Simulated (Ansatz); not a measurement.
# CH₃AlS: basis-set convergence

One table from this session's results is given with a row withheld; the runs are named, their logs left out.

Program: Ansatz 0.2.0, Gaussian basis. Level of theory: one geometry, several basis sets. These are calculated values, not measurements.

Levels to be run: PBE0-D4/def2-SVP; ωB97M-V/def2-SVP; PBE0-D4/def2-QZVPP; ωB97M-V/def2-QZVPP; the functionals' def2-TZVPP values are taken from earlier runs.

1 further run of the same task is left out (it didn't finish).

**The relaxed structure**

An earlier PBE0-D4 in a triple-zeta def2 set relaxation fixed the geometry.

6 atoms, charge 0, spin multiplicity 1.

Atoms are counted from 1 here; the program's logs count them from 0.

Bond lengths: Al1–C2 1.959 Å, Al1–S3 2.399 Å, Al1–H4 1.581 Å, Al1–H5 1.581 Å, C2–S3 1.635 Å, C2–H6 1.089 Å. Angles: C2–Al1–S3 42.6°, C2–Al1–H4 116.9°, C2–Al1–H5 116.9°, S3–Al1–H4 112.8°, S3–Al1–H5 112.9°, H4–Al1–H5 125.2°, Al1–C2–S3 83.2°, Al1–C2–H6 156.6°, S3–C2–H6 120.2°, Al1–S3–C2 54.2°.

Coordinates:

```xyz
6

Al   -0.6372    0.0335   -0.6183
C     0.9599   -0.2319    0.4842
S     0.0811    0.5688    1.6071
H    -1.6860   -1.1492   -0.6569
H    -0.6426    1.2885   -1.5804
H     1.9670   -0.5737    0.7179
```

The first run:

File in.yaml:

```yaml
crystal:
  periodic: [false, false, false]
  atoms:
    - {symbol: Al, position_ang: [-0.637239, 0.033540, -0.618292]}
    - {symbol: C, position_ang: [0.959882, -0.231858, 0.484234]}
    - {symbol: S, position_ang: [0.081101, 0.568818, 1.607092]}
    - {symbol: H, position_ang: [-1.686044, -1.149249, -0.656911]}
    - {symbol: H, position_ang: [-0.642577, 1.288467, -1.580365]}
    - {symbol: H, position_ang: [1.966977, -0.573718, 0.717941]}
basis:
  gaussian: {orbitals: def2-SVP}
hamiltonian: {xc: pbe0, dispersion: d4}
output: {orbitals: {seedname: orbitals}}
```

Launch:

```bash
ansatz run in.yaml --threads 2 --pin off --events-out ev --progress --plain --max-ram 4352MiB
```

Steps of the session up to this table: PBE0-D4 in def2-SVP; ωB97M-V in def2-SVP; PBE0-D4 in def2-QZVPP; ωB97M-V in def2-QZVPP.

One table of the session follows, with a row left open; its other results are not shown here.

It belongs to the step «Density functionals: the series». 

| functional | basis | HOMO (eV) | LUMO (eV) |
| --- | --- | --- | --- |
| PBE0-D4 | def2-SVP | -7.32 | -3.01 |
| PBE0-D4 | def2-TZVPP | -7.30 | -3.06 |
| PBE0-D4 | def2-QZVPP | -7.30 | -3.08 |
| ωB97M-V | def2-SVP | -9.41 | -0.66 |
| ωB97M-V | def2-TZVPP | -9.43 | -0.81 |
| ωB97M-V | def2-QZVPP | ? | ? |

Estimate the missing values for ωB97M-V, def2-QZVPP.

**Answer.** HOMO (eV): -9.44; LUMO (eV): -0.86. In the column «HOMO (eV)» it is the lowest.
